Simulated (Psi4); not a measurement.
# B97-1/heavy-aug-cc-pVTZ (density fitting) run of AlH2ClF− (SMILES [F][AlH2-][Cl])

What is the energy difference between two shapes of AlH2ClF− at B97-1/heavy-aug-cc-pVTZ (density fitting)? 

The calculation is run with Psi4 1.11.

1 further run of the same task is left out (set aside as unsound or not needed).

## (1) The structure to begin with

AlH2ClF− has 5 atoms, charge -1, and is taken as a singlet. SMILES: `[F][AlH2-][Cl]`. Geometry: a GFN2-xTB relaxation, a rough one for these elements and not checked as a minimum.

Bond lengths: F1–Al2 1.693 Å, Al2–Cl3 2.112 Å, Al2–H4 1.585 Å, Al2–H5 1.585 Å. Angles: F1–Al2–Cl3 110.6°, F1–Al2–H4 109.3°, F1–Al2–H5 109.3°, Cl3–Al2–H4 107.1°, Cl3–Al2–H5 107.2°, H4–Al2–H5 113.5°.

## (2) Energy and forces at B97-1/heavy-aug-cc-pVTZ (density fitting)

Contents of alclfh2.json:

```json
{
 "schema_name": "qcschema_input",
 "schema_version": 1,
 "molecule": {
  "schema_name": "qcschema_molecule",
  "schema_version": 2,
  "symbols": ["F", "Al", "Cl", "H", "H"],
  "geometry": [-2.25495349, 0.21573113, 2.32192539, -0.16429279, 0.11774883, -0.09898385, 3.12538024, -1.87638466, 0.96627366, -1.38450785, -1.36404211, -2.39810025, 0.67837388, 2.9069657, -0.79109605],
  "molecular_charge": -1,
  "molecular_multiplicity": 1,
  "fix_symmetry": "c1"
 },
 "driver": "gradient",
 "model": {
  "method": "b97-1",
  "basis": "heavy-aug-cc-pVTZ"
 },
 "keywords": {
  "scf_type": "df"
 }
}
```

Command:

```console
$ psi4 --qcschema alclfh2.json -n 1 --memory 1600MB
```

stdout:

```text
[...]
  Running in c1 symmetry.
[...]
  Nuclear repulsion =  136.186832072048588
[...]
  Multiplicity = 1
[...]
  Nalpha       = 21
  Nbeta        = 21
[...]
    Number of basis functions: 174
[...]
   @DF-RKS iter   1:  -803.67764685840177   -5.12908e-01   3.72298e-03 DIIS/ADIIS
[...]
   @DF-RKS iter  11:  -803.85373708637553   -1.59162e-12   3.42688e-09 DIIS
[...]
    Orbital Energies [Eh]
    ---------------------
    Doubly Occupied:
       1A   -101.362385     2A    -55.840956     3A    -24.452632
       4A     -9.273806     5A     -7.019331     6A     -7.017009
       7A     -7.016762     8A     -3.932487     9A     -2.475443
      10A     -2.473637    11A     -2.471982    12A     -0.942059
      13A     -0.618177    14A     -0.267384    15A     -0.209687
      16A     -0.206276    17A     -0.202927    18A     -0.148786
      19A     -0.144885    20A     -0.128725    21A     -0.084959
[...]
  @DF-RKS Final Energy:  -803.85373708637553
   => Energetics <=
    Nuclear Repulsion Energy =            136.1868320720485883
    One-Electron Energy =               -1394.3848439683638389
    Two-Electron Energy =                 500.7705654808409008
    DFT Exchange-Correlation Energy =     -46.4262906709013095
    Empirical Dispersion Energy =           0.0000000000000000
    VV10 Nonlocal Energy =                  0.0000000000000000
    Total Energy =                       -803.8537370863755314
[...]
 Multipole Moments:
 ------------------------------------------------------------------------------------
     Multipole            Electronic (a.u.)      Nuclear  (a.u.)        Total (a.u.)
 ------------------------------------------------------------------------------------
 L = 1.  Multiply by 2.5417464519 to convert [e a0] to [Debye]
 Dipole X            :          0.7434057           -0.3016803            0.4417254
 Dipole Y            :         -1.5615169            1.1788608           -0.3826561
 Dipole Z            :          3.1946138           -2.7421453            0.4524685
 Magnitude           :                                                    0.7391040
[...]
  -Total Gradient:
     Atom            X                  Y                   Z
    ------   -----------------  -----------------  -----------------
       1        0.008028573580     0.000535179834    -0.011803901854
       2        0.015125454800    -0.011276970322     0.010816877803
       3       -0.025837797705     0.016349124722    -0.010326031736
       4        0.005126261738     0.004969684579     0.007958430500
       5       -0.002257267208    -0.010233256149     0.002208594673
[...]
```

The result, in JSON:

```text
{
 "driver": "gradient",
 "model": {
  "method": "b97-1",
  "basis": "heavy-aug-cc-pVTZ"
 },
 "success": true,
 "return_result": [0.008028573580477275, 0.0005351798337928739, -0.01180390185384507, 0.015125454799788725, -0.011276970322390698, 0.010816877802973541, -0.02583779770503543, 0.016349124721569276, -0.010326031736497224, 0.005126261738249628, 0.0049696845791228905, 0.007958430499605734, -0.0022572672080725664, -0.010233256149219896, 0.0022085946727014097],
 "properties": {
  "calcinfo_nbasis": 174,
  "calcinfo_nmo": 174,
  "calcinfo_nalpha": 21,
  "calcinfo_nbeta": 21,
  "calcinfo_natom": 5,
  "nuclear_repulsion_energy": 136.1868320720486,
  "return_energy": -803.8537370863755,
  "return_gradient": [0.008028573580477275, 0.0005351798337928739, -0.01180390185384507, 0.015125454799788725, -0.011276970322390698, 0.010816877802973541, -0.02583779770503543, 0.016349124721569276, -0.010326031736497224, 0.005126261738249628, 0.0049696845791228905, 0.007958430499605734, -0.0022572672080725664, -0.010233256149219896, 0.0022085946727014097],
  "scf_one_electron_energy": -1394.3848439683638,
  "scf_two_electron_energy": 500.7705654808409,
  "scf_xc_energy": -46.42629067090131,
  "scf_dipole_moment": [0.4417253805060565, -0.3826560807876511, 0.4524684559372689],
  "scf_total_energy": -803.8537370863755,
  "scf_total_gradient": [0.008028573580477275, 0.0005351798337928739, -0.01180390185384507, 0.015125454799788725, -0.011276970322390698, 0.010816877802973541, -0.02583779770503543, 0.016349124721569276, -0.010326031736497224, 0.005126261738249628, 0.0049696845791228905, 0.007958430499605734, -0.0022572672080725664, -0.010233256149219896, 0.0022085946727014097],
  "scf_iterations": 11
 }
}
```

Wall time 11 s (1 thread of Intel Xeon 6975P-C (Granite Rapids), shared host); peak memory 0.87 GiB.

## (3) The distorted shape, same level

Contents of calc.in:

```
memory 1600 mb

molecule {
  -1 1
  F     -1.177864     0.145391     1.184906
  Al    -0.060284     0.050907    -0.098045
  Cl     1.640445    -0.993610     0.522185
  H     -0.651713    -0.657213    -1.354530
  H      0.377691     1.463308    -0.394071
  symmetry c1
}

set basis heavy-aug-cc-pVTZ
set scf_type df

gradient("b97-1")
```

Command:

```console
$ psi4 -n 1 calc.in calc.out
```

calc.out:

```text
[...]
  Running in c1 symmetry.
[...]
  Nuclear repulsion =  137.204055290718912
[...]
  Multiplicity = 1
[...]
  Nalpha       = 21
  Nbeta        = 21
[...]
    Number of basis functions: 174
[...]
   @DF-RKS iter   1:  -803.66751987894156   -4.80857e-01   3.74824e-03 ADIIS/DIIS
[...]
   @DF-RKS iter  11:  -803.84824942635453   -3.75167e-12   3.68696e-09 DIIS
[...]
    Orbital Energies [Eh]
    ---------------------
    Doubly Occupied:
       1A   -101.361040     2A    -55.830751     3A    -24.447943
       4A     -9.272849     5A     -7.018304     6A     -7.016039
       7A     -7.015797     8A     -3.924508     9A     -2.467406
      10A     -2.465481    11A     -2.463947    12A     -0.936361
      13A     -0.618830    14A     -0.265103    15A     -0.206452
      16A     -0.202051    17A     -0.200694    18A     -0.148987
      19A     -0.144825    20A     -0.129912    21A     -0.084459
[...]
  @DF-RKS Final Energy:  -803.84824942635453
   => Energetics <=
    Nuclear Repulsion Energy =            137.2040552907189124
    One-Electron Energy =               -1396.5322713416808256
    Two-Electron Energy =                 501.9251791393185158
    DFT Exchange-Correlation Energy =     -46.4452125147112014
    Empirical Dispersion Energy =           0.0000000000000000
    VV10 Nonlocal Energy =                  0.0000000000000000
    Total Energy =                       -803.8482494263545277
[...]
 Multipole Moments:
 ------------------------------------------------------------------------------------
     Multipole            Electronic (a.u.)      Nuclear  (a.u.)        Total (a.u.)
 ------------------------------------------------------------------------------------
 L = 1.  Multiply by 2.5417464519 to convert [e a0] to [Debye]
 Dipole X            :          0.6641104           -0.2281616            0.4359488
 Dipole Y            :         -1.5683002            1.1536174           -0.4146828
 Dipole Z            :          3.1497208           -2.7447283            0.4049925
 Magnitude           :                                                    0.7252807
[...]
  -Total Gradient:
     Atom            X                  Y                   Z
    ------   -----------------  -----------------  -----------------
       1        0.008016539142     0.003388298147    -0.008084739591
       2        0.024688847056    -0.002660262880    -0.000557765451
       3       -0.031352896852     0.021828404281    -0.012770355923
       4        0.008757038689     0.009941834087     0.012525900987
       5       -0.009638203900    -0.031976906144     0.007632243113
[...]
```

Run time: 11 s. Hardware: 1 thread of Intel Xeon 6975P-C (Granite Rapids), shared host; peak memory 0.88 GiB.

## (4) Results

At B97-1/heavy-aug-cc-pVTZ (density fitting):

| quantity | value |
| --- | --- |
| first shape: total energy | -803.85374 Eh |
| first shape: HOMO energy | -2.31 eV |
| first shape: LUMO energy | 3.28 eV |
| first shape: HOMO–LUMO gap (to an unbound level, set by the basis) | 5.59 eV |
| first shape: largest force on an atom | 1.660 eV/Å |
| distorted shape: total energy | -803.84825 Eh |
| distorted shape: HOMO energy | -2.30 eV |
| distorted shape: LUMO energy | 3.29 eV |
| distorted shape: largest force on an atom | 2.071 eV/Å |
| energy change with the atoms displaced | 0.149 eV |

What this shows: With the atoms displaced the energy rises by 0.15 eV (14.4 kJ/mol). The first shape isn't relaxed at this level, so the change isn't measured from a minimum. The largest force (first shape) is 1.66 eV/Å: the shape isn't a stationary point for this species at this level.
